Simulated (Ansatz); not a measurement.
# TaNbSb₃: from a trial structure to a relaxed crystal

Computed with Ansatz 0.2.0, DFT PBE, scalar-relativistic, plane waves, PAW. Cutoff 420 eV, Γ-centred k mesh, Gaussian smearing, no spin polarisation in the final step.

TaNbSb₃ was placed on the cubic perovskite structure type (Pm-3m, No. 221), with Nb in place of Sr, Ta in place of Ti, Sb in place of O, at a guessed volume.

```
Ta Nb Sb
1.0
     4.79273    0.00000    0.00000
     0.00000    4.79273    0.00000
     0.00000    0.00000    4.79273
Ta Nb Sb
1 1 3
Direct
  0.50000 0.50000 0.50000
  0.00000 0.00000 0.00000
  0.00000 0.50000 0.50000
  0.50000 0.00000 0.50000
  0.50000 0.50000 0.00000
```

Cell and atoms relax at zero pressure; the relaxation can't lower the symmetry of the start. After a coarse first stage the cell is made exact in the group found at 0.06 Å.

Energies over the elements count from the elements' standard structures at the same level, with no empirical corrections.

Problem. Describe the relaxed structure.

Solution. It keeps Pm-3m (No. 221). The result has the cubic perovskite structure. Conventional cell: a = 5.289 Å. Ta has 6 Sb at 2.64 Å; around Nb lie 12 Sb at 3.74 Å; Sb has 2 Ta at 2.64 Å.

```xyz
5
Lattice="5.2893 0.0000 0.0000 0.0000 5.2893 0.0000 0.0000 0.0000 5.2893" Properties=species:S:1:pos:R:3 pbc="T T T"
Ta    2.6447    2.6447    2.6447
Nb    0.0000    0.0000    0.0000
Sb    0.0000    2.6447    2.6447
Sb    2.6447    0.0000    2.6447
Sb    2.6447    2.6447    0.0000
```

Problem. What are its volume, energy, density and gap?

Solution. The volume per atom is 29.60 Å³ and the density is 7.17 g/cm³. The energy over the elements is 1.23 eV/atom and the gap on the 8×8×8 mesh is 0 eV (a metal).

The final run used a 8×8×8 mesh on its 5-atom cell and 0.10 eV smearing. For metals, differences of a few meV/atom aren't resolved. Spin–orbit coupling is left out. Symmetry constrained the relaxation, so the result can be a saddle point.

Cost: 3 runs of about 2.7 core-minutes in all, on Intel Xeon Processor @ 2.50GHz (Skylake/Cascade Lake) (shared hosts).